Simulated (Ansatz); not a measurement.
Rock-salt ZrC, treated with Hartree–Fock (Ansatz, an electronic-structure program, PAW).

Input file:

Ansatz 0.2 input:
```yaml
crystal:
  lattice:
    - [0.0, 2.3954194776, 2.3954194776]
    - [2.3954194776, 0.0, 2.3954194776]
    - [2.3954194776, 2.3954194776, 0.0]
  atoms:
    - { symbol: Zr, position: [0.0, 0.0, 0.0] }
    - { symbol: C, position: [0.5, 0.5, 0.5] }
basis:
  ecutwfc: 460
  ecutrho_ratio: 4
  xc_grid: 2
kpoints:
  mp_grid: { grid: [10, 10, 10] }
hamiltonian:
  xc: hf
  dispersion: none
  pseudopotentials: { kind: paw }
scf:
  occupations: { method: fermi_dirac, width: 0.05 }
  convergence: { dr2_threshold: 0.0000000002 }
output:
  forces: true
  stress: true
  eigenvalues: true
```

Output (set-up and result lines):

```
WARN output.stress: scf.exx.energy_threshold = 1e-6 eV is looser than the 2e-8 eV advised for a stress under a hybrid functional (1e-8 eV for each atom of the …
Crystal: 2 atoms, lattice volume = 27.490 Å³
Basis set: ecut = 460 eV, 609 PW (Γ), exchange–correlation on 48×48×48 points (8 copies of the dense FFT grid, shifted against one another)
Bands: 12, of which v1, the nominal top of the filled ones, is band 8 counted from 1 (7 counted from 0)
Symmetry: 48 space group operations
Space group: Fm-3m (ITA 225), of the structure as read, at distance tolerance 3.0e-5 Å
k-points: 47 of 1000
Functional: x = pbe(κ = 0.804, μ = 0.2195149727645171), c = none, warm-up for x = 0 pbe(κ = 0.804, μ = 0.2195149727645171) + 1 exact, c = none
SCF iter   1: F=—  HF=-4374.948005 eV  |F-HF|=—  |Δ(HF+E_count)|=         —  Δρ=2.51e-2  dr2=2.46e-1
SCF iter   2: F=—  HF=-4374.900974 eV  |F-HF|=—  |Δ(HF+E_count)|=   4.70e-2  Δρ=6.94e-3  dr2=2.01e-2
  ...
SCF 1 converged in 9 iterations: F = -4374.897350 eV  dr2 = 5.52e-12
Crystal: 2 atoms, lattice volume = 27.490 Å³
Initial density: handed on by an earlier stage of this run
Functional: x = 0 pbe(κ = 0.804, μ = 0.2195149727645171) + 1 exact, c = none
  ...
Crystal: 2 atoms, lattice volume = 27.490 Å³
SCF 4 converged in 6 iterations: F = -4384.369639 eV  dr2 = 5.25e-11
Crystal: 2 atoms, lattice volume = 27.490 Å³
SCF 5 converged in 5 iterations: F = -4384.408138 eV  dr2 = 1.78e-10
Crystal: 2 atoms, lattice volume = 27.490 Å³
SCF 6 converged in 5 iterations: F = -4384.416340 eV  dr2 = 1.53e-11
Crystal: 2 atoms, lattice volume = 27.490 Å³
SCF 7 converged in 6 iterations: F = -4384.418362 eV  dr2 = 1.13e-10
Crystal: 2 atoms, lattice volume = 27.490 Å³
Crystal: 2 atoms, lattice volume = 27.490 Å³
SCF 9 converged in 9 iterations: F = -4384.419085 eV  dr2 = 3.66e-11
Crystal: 2 atoms, lattice volume = 27.490 Å³
SCF 10 converged in 5 iterations: F = -4384.419085 eV  dr2 = 8.94e-12
Crystal: 2 atoms, lattice volume = 27.490 Å³
Crystal: 2 atoms, lattice volume = 27.490 Å³
SCF iter   4: F=—  HF=-4384.422547 eV  |F-HF|=—  |Δ(HF+E_count)|=  7.45e-10  Δρ=8.54e-7  dr2=2.16e-10
SCF iter   5: F=-4384.422547 eV  HF=-4384.422547 eV  |F-HF|=3.82e-11  |Δ(HF+E_count)|=  4.64e-11  Δρ=3.64e-7  dr2=5.69e-11
SCF 12 converged in 5 iterations: F = -4384.422547 eV  dr2 = 5.69e-11
Free energy (F): -4384.422547 eV
Internal energy: -4384.422547 eV  (E = F + TS)
E sigma→0 (E₀):  -4384.422547 eV
Fermi energy:    15.020383 eV
--- Forces (eV/Å), atoms counted from 1 ---
  atom   1  Zr    -0.00000000    -0.00000000    -0.00000000
  atom   2  C      0.00000000    -0.00000000     0.00000000
--- Stress (GPa, compression-positive) ---
        0.000532       0.000000      -0.000000
       -0.000000       0.000532       0.000000
       -0.000000       0.000000       0.000532
  P = ⅓ Tr σ = 0.0005 GPa (0.005 kbar)
```

The PAW data were made under PBE.

Computing time: around 3 core-minutes (rough).
